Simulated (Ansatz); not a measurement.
Input file:

```yaml
crystal:
  periodic: [false, false, false]
  atoms:
    - {symbol: W, position_ang: [0.000576, -0.000021, 0.000882]}
    - {symbol: H, position_ang: [0.982446, 0.969138, 0.973430]}
    - {symbol: H, position_ang: [-0.938396, -0.938356, 0.931212]}
    - {symbol: H, position_ang: [-1.036769, 0.962831, -1.010581]}
    - {symbol: H, position_ang: [0.887645, -0.989787, -1.054871]}
basis:
  gaussian: {orbitals: def2-SVP}
magnetization: {spin_polarized: false, initial_magnetization: 2}
correlation: {method: mp2, electrons: outside_noble_gas}
accuracy: high
output: {forces: true}
```

```sh
$ ansatz run in.yaml --threads 1 --pin off --events-out ev --progress --plain --max-ram 2393MiB
```

Output:

```
1157 factors; integrals over basis functions are off by at most 3.2e-9 eV
mean field evaluation 1: about -1865.5604 eV, gradient 1.2e1 eV
mean field evaluation 2: about -1865.6401 eV, gradient 1.2e1 eV
mean field evaluation 4: about -1866.5301 eV, gradient 1.9e0 eV
mean field evaluation 8: about -1866.5553 eV, gradient 7.9e-4 eV
mean field -1866.55531926 eV, -68.5946427861 hartree, gradient 2.9e-8 eV, S^2 2.000000; 0 other end points of the search recorded, 0 dependent functions left out
mean field evaluation 16: about -1865.6276 eV, gradient 1.0e1 eV
4 core orbitals not correlated: weight in the atoms' cores, before any rotation towards them, 0.999 or more for the frozen orbitals, at most 0.001 for the correlated occupied ones
reference -1866.55531926 eV, -68.5946427861 hartree; 6, 4 occupied and 42, 44 virtual orbitals, 1157 factors
second order -4.50567988 eV of doubles, -0.02584268 eV of singles
the calculation of the forces begins
Total energy: -1871.08684182 eV, -68.7611731686 hartree
Atom 0 at     0.000576    -0.000021     0.000882 Å, force     0.162424     1.016723    -1.456645 eV/Å
Atom 1 at     0.982446     0.969138     0.973430 Å, force     0.194662     0.136448     0.136391 eV/Å
Atom 2 at    -0.938396    -0.938356     0.931212 Å, force    -0.827467    -0.859444     0.885510 eV/Å
Atom 3 at    -1.036769     0.962831    -1.010581 Å, force     0.336434    -0.247373     0.389886 eV/Å
Atom 4 at     0.887645    -0.989787    -1.054871 Å, force     0.133947    -0.046354     0.044858 eV/Å
Dipole moment:     0.022406    -0.018259     0.060911 e Å
```

Forces (eV/Å):
```
W    0.162  1.017 -1.457
H    0.195  0.136  0.136
H   -0.827 -0.859  0.886
H    0.336 -0.247  0.390
H    0.134 -0.046  0.045
```

Ran on 1 thread of Intel Xeon Platinum 8259CL, shared host: 4.8 s wall, 0.18 GiB peak host memory.
